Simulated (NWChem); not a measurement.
# SOF2 (thionyl fluoride): CAM-B3LYP/LANL2DZ (core potential)

Aim: the vertical ionisation energy of SOF2 (thionyl fluoride) at CAM-B3LYP/LANL2DZ (core potential), from 2 runs. 

The calculation is run with NWChem 7.3.0.

### 1 The structure to begin with

SOF2: 4 atoms, total charge 0, spin state singlet. As SMILES, `O=S(F)F`. The shape is that of a PBE0-D4/def2-TZVP optimisation.

Bond lengths: O1–S2 1.419 Å, S2–F3 1.588 Å, S2–F4 1.588 Å. Angles: O1–S2–F3 106.5°, O1–S2–F4 106.4°, F3–S2–F4 93.0°.

### 2 The energy at CAM-B3LYP/LANL2DZ (core potential)

f2os.nw reads:

```
start f2os
title "F2OS"
memory stack 880 mb heap 220 mb global 1100 mb

geometry units angstroms noautosym nocenter noautoz
 O     0.932400    0.066600   -1.017800
 S    -0.151300   -0.426200   -0.245700
 F    -1.124400    0.804200    0.000400
 F     0.343300   -0.444600    1.263100
end

basis spherical bse
 * library LANL2DZ
end

ecp bse
 S library LANL2DZ
end

dft
 xc xcamb88 1.00 lyp 0.81 vwn_5 0.19 hfexch 1.00
 cam 0.33 cam_alpha 0.19 cam_beta 0.46
 grid fine
 convergence energy 1e-08
 direct
 iterations 100
 mulliken
 noprint "final vectors analysis"
end

task dft
```

Launch:

```bash
$ nwchem f2os.nw > f2os.out
```

Log:

```text
[...]
          Wavefunction type:  closed shell.
          No. of atoms     :     4
          No. of electrons :    32
[...]
          Charge           :     0
          Spin multiplicity:     1
[...]
          AO basis - number of functions:    35
[...]
              XC Information
              --------------
                     Hartree-Fock (Exact) Exchange  1.000
                   CAM-Becke88 Exchange Functional  1.000
                      VWN V Correlation Functional  0.190 local
              Lee-Yang-Parr Correlation Functional  0.810
[...]
 d= 0,ls=0.0,diis     1   -284.5670528266 -3.89D+02  4.86D-02  1.20D+00     0.7
[...]
 d= 0,ls=0.0,diis     9   -284.7331698107 -1.57D-09  3.72D-06  1.36D-08     4.9
         Total DFT energy =     -284.733169810669
      One electron energy =     -603.927371229110
           Coulomb energy =      246.825855114296
    Exchange-Corr. energy =      -31.739857959919
 Nuclear repulsion energy =      104.108204264064
[...]
      Total Density - Mulliken Population Analysis
     ---------------------------------------------
    Atom       Charge   Shell Charges
 -----------   ------   -------------------------------------------------------
    1 O    8     8.59   2.00  0.96  0.99  3.43  1.22
    2 S    6     4.63   1.03  0.79  2.16  0.64
    3 F    9     9.39   2.00  1.00  0.96  3.94  1.48
    4 F    9     9.39   2.00  1.00  0.96  3.94  1.48
[...]
```

Wall time 5.7 s (1 thread of Intel Xeon Platinum 8259CL at 2.50GHz (Skylake/Cascade Lake), shared host); peak memory 0.11 GiB.

### 3 The doublet cation, same level

f2os.nw reads:

```
echo
start f2os
memory 2200 mb
charge 1

geometry noautosym nocenter noautoz
   O     0.932400    0.066600   -1.017800
   S    -0.151300   -0.426200   -0.245700
   F    -1.124400    0.804200    0.000400
   F     0.343300   -0.444600    1.263100
end

basis spherical bse
   O library LANL2DZ
   S library LANL2DZ
   F library LANL2DZ
end

ecp bse
   S library LANL2DZ
end

dft
   xc xcamb88 1.00 lyp 0.81 vwn_5 0.19 hfexch 1.00
   cam 0.33 cam_alpha 0.19 cam_beta 0.46
   mult 2
   grid fine
   convergence energy 1e-08
   direct
   iterations 100
   mulliken
   noprint "final vectors analysis"
end

task dft energy
```

Launch:

```bash
$ nwchem f2os.nw > f2os.out
```

Log:

```text
[...]
          Wavefunction type:  spin polarized.
          No. of atoms     :     4
          No. of electrons :    31
[...]
          Charge           :     1
          Spin multiplicity:     2
[...]
          AO basis - number of functions:    35
[...]
              XC Information
              --------------
                     Hartree-Fock (Exact) Exchange  1.000
                   CAM-Becke88 Exchange Functional  1.000
                      VWN V Correlation Functional  0.190 local
              Lee-Yang-Parr Correlation Functional  0.810
[...]
 d= 0,ls=0.0,diis     1   -283.8152128468 -3.88D+02  3.55D-02  8.04D-01     0.9
[...]
 d= 0,ls=0.0,diis    14   -284.2606717996 -2.81D-09  1.37D-06  1.75D-09     9.3
[...]
         Total DFT energy =     -284.260671799594
      One electron energy =     -593.734259602057
           Coulomb energy =      236.667509641079
    Exchange-Corr. energy =      -31.302126102680
 Nuclear repulsion energy =      104.108204264064
[...]
      Total Density - Mulliken Population Analysis
     ---------------------------------------------
    Atom       Charge   Shell Charges
 -----------   ------   -------------------------------------------------------
    1 O    8     8.18   2.00  1.01  0.97  3.30  0.90
    2 S    6     4.37   1.01  0.70  2.20  0.46
    3 F    9     9.22   2.00  1.03  0.96  3.89  1.34
    4 F    9     9.22   2.00  1.03  0.96  3.89  1.34
[...]
      <S2> =      0.7613 (Exact =     0.7500)
[...]
```

It took 9.9 s on 1 thread of Intel Xeon Platinum 8259CL at 2.50GHz (Skylake/Cascade Lake), shared host; peak memory 0.11 GiB.

### 4 Results

Level: CAM-B3LYP/LANL2DZ (core potential).

```
                                          quantity          value
                        singlet SOF2: total energy  -284.73317 Eh
                       singlet SOF2: dipole moment         2.62 D
                      doublet cation: total energy  -284.26067 Eh
                              doublet cation: ⟨S²⟩          0.761
vertical ionisation energy (to the doublet cation)      12.857 eV
```

What this shows: The vertical ionisation energy comes to 12.86 eV (296 kcal/mol).
